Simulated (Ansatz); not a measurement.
Ansatz (an electronic-structure program) input (B3LYP-D3(BJ)/def2-TZVP):

Ansatz 0.2 input:
```yaml
crystal:
  periodic: [false, false, false]
  atoms:
    - {symbol: O, position_ang: [0.00698159, -0.00938093, 1.15639185]}
    - {symbol: C, position_ang: [0.01002135, 1.09121187, 0.35485194]}
    - {symbol: C, position_ang: [-0.00584318, -1.09682594, 0.33719784]}
    - {symbol: C, position_ang: [-0.00057460, 0.72400222, -0.94957313]}
    - {symbol: C, position_ang: [-0.01096108, -0.70850213, -0.96113124]}
    - {symbol: H, position_ang: [0.01993172, 2.04136423, 0.85814072]}
    - {symbol: H, position_ang: [-0.00976940, -2.05501900, 0.82508919]}
    - {symbol: H, position_ang: [-0.00100663, 1.38402074, -1.80017025]}
    - {symbol: H, position_ang: [-0.02086345, -1.35463467, -1.82226699]}
basis:
  gaussian:
    orbitals: def2-TZVP
hamiltonian:
  xc: b3lyp
  dispersion: d3bj
phonons: {temperatures: {t_min: 298.15, t_max: 298.15, t_step: 100}}
```

Output:

```
Functional definition: B3LYP
integrals: 0.08 GiB planned
1047 factors; their error is unknown
mean field: 0.84 GiB planned
mean field evaluation 1: about -6253.8496 eV, gradient 5.8e1 eV
mean field evaluation 2: about -6248.9487 eV, gradient 7.2e1 eV
mean field evaluation 4: about -6261.6326 eV, gradient 7.9e0 eV
mean field evaluation 8: about -6261.7529 eV, gradient 6.1e-1 eV
mean field evaluation 16: about -6261.7534 eV, gradient 1.5e-5 eV
mean field -6261.75344172 eV, -230.1151946144 hartree, gradient 1.4e-5 eV, S^2 0.000000; 0 other end points of the search recorded, 0 dependent functions left out
the calculation of the forces begins
reference -6261.75366841 eV, -230.1152029449 hartree; 18, 18 occupied and 161, 161 virtual orbitals, 1047 factors
these checks for a lower state are left out or cut short: stability, starts, cluster_reference, orbital_swaps, neighbouring_geometries, increment
integrals: 0.08 GiB planned
1047 factors; their error is unknown
mean field: 0.84 GiB planned
mean field -6261.75334091 eV, -230.1151909097 hartree, gradient 2.6e-6 eV, S^2 0.000000; 0 other end points of the search recorded, 0 dependent functions left out
the calculation of the forces begins
reference -6261.75356760 eV, -230.1151992402 hartree; 18, 18 occupied and 161, 161 virtual orbitals, 1047 factors
these checks for a lower state are left out or cut short: stability, starts, cluster_reference, orbital_swaps, neighbouring_geometries, increment
integrals: 0.08 GiB planned
1047 factors; their error is unknown
mean field: 0.84 GiB planned
mean field -6261.75333847 eV, -230.1151908200 hartree, gradient 2.6e-6 eV, S^2 0.000000; 0 other end points of the search recorded, 0 dependent functions left out
the calculation of the forces begins
reference -6261.75356516 eV, -230.1151991505 hartree; 18, 18 occupied and 161, 161 virtual orbitals, 1047 factors
these checks for a lower state are left out or cut short: stability, starts, cluster_reference, orbital_swaps, neighbouring_geometries, increment
integrals: 0.08 GiB planned
1047 factors; their error is unknown
mean field: 0.84 GiB planned
mean field evaluation 32: about -6261.7593 eV, gradient 6.5e-1 eV
mean field -6261.75305971 eV, -230.1151805757 hartree, gradient 2.6e-6 eV, S^2 0.000000; 0 other end points of the search recorded, 0 dependent functions left out
the calculation of the forces begins
reference -6261.75328639 eV, -230.1151889059 hartree; 18, 18 occupied and 161, 161 virtual orbitals, 1047 factors
these checks for a lower state are left out or cut short: stability, starts, cluster_reference, orbital_swaps, neighbouring_geometries, increment
integrals: 0.08 GiB planned
1047 factors; their error is unknown
mean field: 0.84 GiB planned
mean field -6261.75337784 eV, -230.1151922666 hartree, gradient 2.6e-6 eV, S^2 0.000000; 0 other end points of the search recorded, 0 dependent functions left out
the calculation of the forces begins
reference -6261.75360453 eV, -230.1152005974 hartree; 18, 18 occupied and 161, 161 virtual orbitals, 1047 factors
these checks for a lower state are left out or cut short: stability, starts, cluster_reference, orbital_swaps, neighbouring_geometries, increment
integrals: 0.08 GiB planned
1047 factors; their error is unknown
mean field: 0.84 GiB planned
mean field -6261.75329365 eV, -230.1151891727 hartree, gradient 2.6e-6 eV, S^2 0.000000; 0 other end points of the search recorded, 0 dependent functions left out
the calculation of the forces begins
reference -6261.75352034 eV, -230.1151975036 hartree; 18, 18 occupied and 161, 161 virtual orbitals, 1047 factors
these checks for a lower state are left out or cut short: stability, starts, cluster_reference, orbital_swaps, neighbouring_geometries, increment
integrals: 0.08 GiB planned
1047 factors; their error is unknown
mean field: 0.84 GiB planned
mean field -6261.75333728 eV, -230.1151907763 hartree, gradient 2.6e-6 eV, S^2 0.000000; 0 other end points of the search recorded, 0 dependent functions left out
the calculation of the forces begins
reference -6261.75356396 eV, -230.1151991065 hartree; 18, 18 occupied and 161, 161 virtual orbitals, 1047 factors
these checks for a lower state are left out or cut short: stability, starts, cluster_reference, orbital_swaps, neighbouring_geometries, increment
integrals: 0.08 GiB planned
1047 factors; their error is unknown
mean field: 0.84 GiB planned
mean field evaluation 64: about -6261.7527 eV, gradient 6.1e-1 eV
mean field -6261.75320681 eV, -230.1151859814 hartree, gradient 2.6e-6 eV, S^2 0.000000; 0 other end points of the search recorded, 0 dependent functions left out
the calculation of the forces begins
reference -6261.75343349 eV, -230.1151943117 hartree; 18, 18 occupied and 161, 161 virtual orbitals, 1047 factors
these checks for a lower state are left out or cut short: stability, starts, cluster_reference, orbital_swaps, neighbouring_geometries, increment
integrals: 0.08 GiB planned
1047 factors; their error is unknown
mean field: 0.84 GiB planned
mean field -6261.75330662 eV, -230.1151896496 hartree, gradient 2.6e-6 eV, S^2 0.000000; 0 other end points of the search recorded, 0 dependent functions left out
the calculation of the forces begins
reference -6261.75353332 eV, -230.1151979804 hartree; 18, 18 occupied and 161, 161 virtual orbitals, 1047 factors
these checks for a lower state are left out or cut short: stability, starts, cluster_reference, orbital_swaps, neighbouring_geometries, increment
integrals: 0.08 GiB planned
1047 factors; their error is unknown
mean field: 0.84 GiB planned
mean field -6261.75332393 eV, -230.1151902856 hartree, gradient 2.6e-6 eV, S^2 0.000000; 0 other end points of the search recorded, 0 dependent functions left out
the calculation of the forces begins
reference -6261.75355064 eV, -230.1151986172 hartree; 18, 18 occupied and 161, 161 virtual orbitals, 1047 factors
these checks for a lower state are left out or cut short: stability, starts, cluster_reference, orbital_swaps, neighbouring_geometries, increment
integrals: 0.08 GiB planned
1047 factors; their error is unknown
mean field: 0.84 GiB planned
mean field -6261.75327315 eV, -230.1151884194 hartree, gradient 2.6e-6 eV, S^2 0.000000; 0 other end points of the search recorded, 0 dependent functions left out
the calculation of the forces begins
reference -6261.75349981 eV, -230.1151967489 hartree; 18, 18 occupied and 161, 161 virtual orbitals, 1047 factors
these checks for a lower state are left out or cut short: stability, starts, cluster_reference, orbital_swaps, neighbouring_geometries, increment
integrals: 0.08 GiB planned
1047 factors; their error is unknown
mean field: 0.84 GiB planned
mean field evaluation 96: about -6261.7534 eV, gradient 9.7e-3 eV
mean field -6261.75337226 eV, -230.1151920616 hartree, gradient 2.6e-6 eV, S^2 0.000000; 0 other end points of the search recorded, 0 dependent functions left out
the calculation of the forces begins
reference -6261.75359898 eV, -230.1152003934 hartree; 18, 18 occupied and 161, 161 virtual orbitals, 1047 factors
these checks for a lower state are left out or cut short: stability, starts, cluster_reference, orbital_swaps, neighbouring_geometries, increment
integrals: 0.08 GiB planned
1047 factors; their error is unknown
mean field: 0.84 GiB planned
mean field -6261.75332428 eV, -230.1151902986 hartree, gradient 2.6e-6 eV, S^2 0.000000; 0 other end points of the search recorded, 0 dependent functions left out
the calculation of the forces begins
reference -6261.75355093 eV, -230.1151986277 hartree; 18, 18 occupied and 161, 161 virtual orbitals, 1047 factors
these checks for a lower state are left out or cut short: stability, starts, cluster_reference, orbital_swaps, neighbouring_geometries, increment
integrals: 0.08 GiB planned
1047 factors; their error is unknown
mean field: 0.84 GiB planned
mean field -6261.75342948 eV, -230.1151941646 hartree, gradient 2.6e-6 eV, S^2 0.000000; 0 other end points of the search recorded, 0 dependent functions left out
the calculation of the forces begins
reference -6261.75365617 eV, -230.1152024951 hartree; 18, 18 occupied and 161, 161 virtual orbitals, 1047 factors
these checks for a lower state are left out or cut short: stability, starts, cluster_reference, orbital_swaps, neighbouring_geometries, increment
integrals: 0.08 GiB planned
1047 factors; their error is unknown
mean field: 0.84 GiB planned
mean field -6261.75341014 eV, -230.1151934536 hartree, gradient 2.6e-6 eV, S^2 0.000000; 0 other end points of the search recorded, 0 dependent functions left out
the calculation of the forces begins
reference -6261.75363682 eV, -230.1152017841 hartree; 18, 18 occupied and 161, 161 virtual orbitals, 1047 factors
these checks for a lower state are left out or cut short: stability, starts, cluster_reference, orbital_swaps, neighbouring_geometries, increment
integrals: 0.08 GiB planned
1047 factors; their error is unknown
mean field: 0.84 GiB planned
mean field evaluation 128: about -6261.7534 eV, gradient 2.6e-6 eV
mean field -6261.75340936 eV, -230.1151934249 hartree, gradient 2.6e-6 eV, S^2 0.000000; 0 other end points of the search recorded, 0 dependent functions left out
the calculation of the forces begins
reference -6261.75363605 eV, -230.1152017557 hartree; 18, 18 occupied and 161, 161 virtual orbitals, 1047 factors
these checks for a lower state are left out or cut short: stability, starts, cluster_reference, orbital_swaps, neighbouring_geometries, increment
integrals: 0.08 GiB planned
1047 factors; their error is unknown
mean field: 0.84 GiB planned
mean field -6261.75337167 eV, -230.1151920400 hartree, gradient 2.6e-6 eV, S^2 0.000000; 0 other end points of the search recorded, 0 dependent functions left out
the calculation of the forces begins
reference -6261.75359835 eV, -230.1152003702 hartree; 18, 18 occupied and 161, 161 virtual orbitals, 1047 factors
these checks for a lower state are left out or cut short: stability, starts, cluster_reference, orbital_swaps, neighbouring_geometries, increment
integrals: 0.08 GiB planned
1047 factors; their error is unknown
mean field: 0.84 GiB planned
mean field -6261.75338532 eV, -230.1151925416 hartree, gradient 2.6e-6 eV, S^2 0.000000; 0 other end points of the search recorded, 0 dependent functions left out
the calculation of the forces begins
reference -6261.75361196 eV, -230.1152008706 hartree; 18, 18 occupied and 161, 161 virtual orbitals, 1047 factors
these checks for a lower state are left out or cut short: stability, starts, cluster_reference, orbital_swaps, neighbouring_geometries, increment
integrals: 0.08 GiB planned
1047 factors; their error is unknown
mean field: 0.84 GiB planned
mean field -6261.75341490 eV, -230.1151936286 hartree, gradient 2.6e-6 eV, S^2 0.000000; 0 other end points of the search recorded, 0 dependent functions left out
the calculation of the forces begins
reference -6261.75364162 eV, -230.1152019605 hartree; 18, 18 occupied and 161, 161 virtual orbitals, 1047 factors
Total energy: -6262.05488359 eV, -230.1262723986 hartree
Atom 0 at     0.006982    -0.009381     1.156392 Å, force    -0.000001     0.000001    -0.000149 eV/Å
Atom 1 at     0.010021     1.091212     0.354852 Å, force     0.000001     0.000258    -0.000081 eV/Å
Atom 2 at    -0.005843    -1.096826     0.337198 Å, force    -0.000002    -0.000257    -0.000086 eV/Å
Atom 3 at    -0.000575     0.724002    -0.949573 Å, force    -0.000006    -0.000835     0.000079 eV/Å
Atom 4 at    -0.010961    -0.708502    -0.961131 Å, force     0.000007     0.000834     0.000093 eV/Å
Atom 5 at     0.019932     2.041364     0.858141 Å, force     0.000001     0.000047     0.000086 eV/Å
Atom 6 at    -0.009769    -2.055019     0.825089 Å, force     0.000000    -0.000048     0.000085 eV/Å
Atom 7 at    -0.001007     1.384021    -1.800170 Å, force     0.000001     0.000136    -0.000012 eV/Å
Atom 8 at    -0.020863    -1.354635    -1.822267 Å, force    -0.000001    -0.000136    -0.000014 eV/Å
Dipole moment:    -0.000803     0.001078    -0.132932 e Å
Vibrations: 616.23 623.58 732.57 757.57 845.31 873.33 887.40 893.81 1013.60 1060.49 1083.92 1165.54 1196.46 1292.22 1413.78 1509.56 1592.69 3249.39 3259.62 3282.03 3288.38 cm⁻¹, zero-point energy 1.899282 eV
```
